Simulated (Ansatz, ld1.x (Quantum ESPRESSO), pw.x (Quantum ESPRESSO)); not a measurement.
## Cu: does the PAW potential hold in the solid?

| Item | Value |
| --- | --- |
| Element | Cu (Z = 29) |
| Generator | ld1.x (Quantum ESPRESSO) 7.5 |
| Type | PAW |
| Functional | PBEsol |
| Relativity | scalar-relativistic |
| Frozen core | [Ne] |
| Valence charge | 19 |
| Reference configuration | 3s2 3p6 3d10 4s1 4p0 |
| Partial waves | 3s (bound): rcut 1.10, rcutus 1.40 bohr; 4s (bound): rcut 1.10, rcutus 1.40 bohr; 3p (bound): rcut 1.30, rcutus 1.55 bohr; 4p (bound, empty): rcut 1.30, rcutus 1.55 bohr; 3d (bound): rcut 1.60, rcutus 1.85 bohr; 3d channel at 5 Ry: rcut 1.60, rcutus 1.85 bohr |
| Local potential | all-electron potential smoothed inside 1.85 bohr (lloc = -1) |
| Core correction | none |
| Augmentation charge | PSQ, inside the norm-conserving radii |

Atomic tests: cutoffs needed: 50 Ry and 80 Ry (the cutoffs (Ry, on a coarse ladder) from which the occupation-weighted sum of valence levels, in a spherical-Bessel basis at the reference potential, stays within 10 and 1 mRy of its value at 400 Ry); ghost test: no extra level below or beside the all-electron valence levels (s, p, d, f tested) (spherical-Bessel basis up to 400 Ry, 20 bohr box); configuration tests: test run stopped at test 5 of 7 (negative rho), 4 before it not solved.

Crystal test: sc Cu in pw.x 7.5, no spin, 14³ k-points, Fermi–Dirac smearing 0.01 Ry, cutoffs 100/800 Ry. The reference is all-electron LAPW (Ansatz 0.2.0) with the same functional, mesh and smearing; V0 and B0 come from Birch–Murnaghan fits to the pressures at five volumes. Errors are pseudo minus all-electron; Δ is the rms difference of the E(V) curves that follow from these fits, minima aligned, over ±6 % about the mean V0. Mesh and smearing are coarse, so the numbers serve the comparison and aren't converged zero-temperature values; the lattice is a test structure that the element need not adopt.

```tsv
V (Å³/atom)	P all-electron (GPa)	P pseudo (GPa)
12.499	7.05	15.60
12.828	3.21	10.90
13.157	-0.11	6.96
13.486	-2.96	3.36
13.815	-5.42	0.21
```

All-electron: a0 = 2.360 Å (V0 = 13.15 Å³/atom), B0 = 123.4 GPa.

Pseudopotential: mean pressure error (GPa): +7.05. The pressure does not cross zero within the volumes sampled, so no fit is given. This is a poor potential for the solid. Atomic configuration tests: test run stopped at test 5 of 7 (negative rho), 4 before it not solved.

Question: At the middle volume, how do free energy and pressure move when the wave cutoff is lowered (ecutrho held at 800 Ry)?

Answer:

| cutoff (Ry) | shift of F (meV/atom) | shift of P (GPa) |
| --- | --- | --- |
| 45 | +587.9 | -22.17 |
| 60 | +44.9 | -0.79 |
| 80 | +16.4 | -0.96 |

The run at the middle volume (120 k-points, 10 iterations) took about 41 s on one core of a shared host (Neoverse-V2, 32 threads, 247 GiB, load 13).
